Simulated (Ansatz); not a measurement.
# SiNH₂ (quartet): the correlation ladder, cc-pVDZ

How much of the correlation energy of SiNH₂ (quartet) does each wave-function method recover here?

Method: cc-pVDZ, core rule «outside noble gas», up to 6 orbitals frozen; program: Ansatz 0.2.0, Gaussian basis.

Plan: UHF; CCSD(T) on ROHF; CCSD(T) on UHF; BCCD(T) on ROHF; CISD; CCSDT(Q) on ROHF; CCSDT(Q) on UHF.

25 further runs of the same task are left out: 10 for a known fault of the program, 6 that didn't finish, 9 set aside as unsound or not needed.

## (1) What is computed

The geometry is a PBE0/def2-TZVP stationary point (not a proven minimum) of the parent state, kept for this charge and spin.

4 atoms, charge 0, spin multiplicity 4.

Atoms are counted from 1 here; the program's logs count them from 0.

Bond lengths: Si1–N2 1.594 Å, Si1–H3 1.515 Å, N2–H4 1.008 Å. Angles: N2–Si1–H3 110.1°, Si1–N2–H4 134.1°.

Coordinates:

```
Si    0.00000   -0.12207    0.53328
N     0.00000    0.18808   -1.03048
H     0.00000    1.17258    1.32002
H     0.00000   -0.38468   -1.85941
```

## (2) UHF

in.yaml

```yaml
crystal:
  periodic: [false, false, false]
  atoms:
    - {symbol: Si, position_ang: [0.000000, -0.122073, 0.533276]}
    - {symbol: N, position_ang: [0.000000, 0.188076, -1.030483]}
    - {symbol: H, position_ang: [0.000000, 1.172580, 1.320024]}
    - {symbol: H, position_ang: [0.000000, -0.384678, -1.859409]}
basis:
  gaussian: {orbitals: cc-pVDZ}
magnetization: {spin_polarized: true, initial_magnetization: 3}
hamiltonian: {xc: hf}
output: {orbitals: {seedname: orbitals}}
```

Started as:

```bash
> ansatz run in.yaml --threads 1 --pin off --events-out ev --progress --plain --max-ram 2393MiB
```

Further steps of the session: CCSD(T) on ROHF; CCSD(T) on UHF; BCCD(T) on ROHF; CISD; CCSDT(Q) on ROHF; CCSDT(Q) on UHF.

Before running them: what should the planned runs give, taken together? Wanted: UCCSDT(Q) below the RHF energy; RMP2 from UCCSDT(Q); UMP2 from UCCSDT(Q); RCCSD from UCCSDT(Q); RCCSD(T) from UCCSDT(Q); UCCSD(T) from UCCSDT(Q); RCCSDT(Q) from UCCSDT(Q); T1 diagnostic.

**Answer**, as computed:

| quantity | value |
| --- | --- |
| UCCSDT(Q) below the RHF energy | -6.4271 eV |
| RMP2 from UCCSDT(Q) | +1017.5 meV |
| UMP2 from UCCSDT(Q) | +1009.0 meV |
| RCCSD from UCCSDT(Q) | +179.9 meV |
| RCCSD(T) from UCCSDT(Q) | +36.2 meV |
| UCCSD(T) from UCCSDT(Q) | +35.3 meV |
| RCCSDT(Q) from UCCSDT(Q) | +1.6 meV |
| levels within 1 kcal/mol (43 meV) | RCCSD(T), UCCSD(T), BCCD(T), RCCSDT, UCCSDT, RCCSDT(Q) |
| T1 diagnostic | 0.028 |

RCCSD(T) lands +36.2 meV from the yardstick (0.6 % of the correlation energy). These misses are within one basis, not against nature; the frozen cores of restricted and unrestricted runs differ, which can shift their rows.
